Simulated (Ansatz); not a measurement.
Relaxation of H₂NSSi (5 atoms, charge 0, multiplicity 2), to a largest force component of 0.015 eV/Å in at most 40 steps.

Method: UKS B3LYP-D4/def2-SVP in Ansatz.

```xyz
5
Properties=species:S:1:pos:R:3:forces:R:3
N -1.247 -0.031 0.058 0.71 0.40 1.01
Si 0.368 0.001 -0.040 0.01 -0.75 -2.07
S 1.147 -0.633 -1.875 -0.20 0.12 0.37
H -1.857 -0.328 -0.689 -0.25 -0.11 -0.28
H 1.496 0.357 0.804 -0.27 0.34 0.97
```

Q: Where does it end, and by what steps?

A: It converged. After 14 steps the energy has fallen by 0.349 eV; H5 moved furthest, 0.26 Å.

```json
{"step": "0", "energy less start (eV)": "0.0000", "largest force component (eV/Å)": "2.067", "accepted": "yes"}
{"step": "1", "energy less start (eV)": "-0.2233", "largest force component (eV/Å)": "0.777", "accepted": "yes"}
{"step": "2", "energy less start (eV)": "-0.2864", "largest force component (eV/Å)": "0.614", "accepted": "yes"}
{"step": "3", "energy less start (eV)": "-0.3020", "largest force component (eV/Å)": "0.242", "accepted": "yes"}
{"step": "4", "energy less start (eV)": "-0.2450", "largest force component (eV/Å)": "1.411", "accepted": "no"}
{"step": "5", "energy less start (eV)": "-0.3294", "largest force component (eV/Å)": "0.472", "accepted": "yes"}
{"step": "6", "energy less start (eV)": "-0.3265", "largest force component (eV/Å)": "0.725", "accepted": "no"}
{"step": "7", "energy less start (eV)": "-0.3418", "largest force component (eV/Å)": "0.281", "accepted": "yes"}
{"step": "8", "energy less start (eV)": "-0.3447", "largest force component (eV/Å)": "0.227", "accepted": "yes"}
{"step": "9", "energy less start (eV)": "-0.3463", "largest force component (eV/Å)": "0.286", "accepted": "yes"}
{"step": "10", "energy less start (eV)": "-0.3483", "largest force component (eV/Å)": "0.059", "accepted": "yes"}
{"step": "11", "energy less start (eV)": "-0.3485", "largest force component (eV/Å)": "0.023", "accepted": "yes"}
{"step": "12", "energy less start (eV)": "-0.3486", "largest force component (eV/Å)": "0.016", "accepted": "yes"}
{"step": "13", "energy less start (eV)": "-0.3486", "largest force component (eV/Å)": "0.026", "accepted": "no"}
{"step": "14", "energy less start (eV)": "-0.3487", "largest force component (eV/Å)": "0.004", "accepted": "yes"}
```

```xyz
5
Properties=species:S:1:pos:R:3
N -1.157 -0.189 0.137
Si 0.467 -0.031 -0.241
S 1.210 -0.690 -1.969
H -1.884 -0.156 -0.583
H 1.269 0.431 0.913
```

The run took 45 s on 1 thread of Intel(R) Xeon(R) Platinum 8488C (Sapphire Rapids) (shared host), peak memory 0.17 GiB.
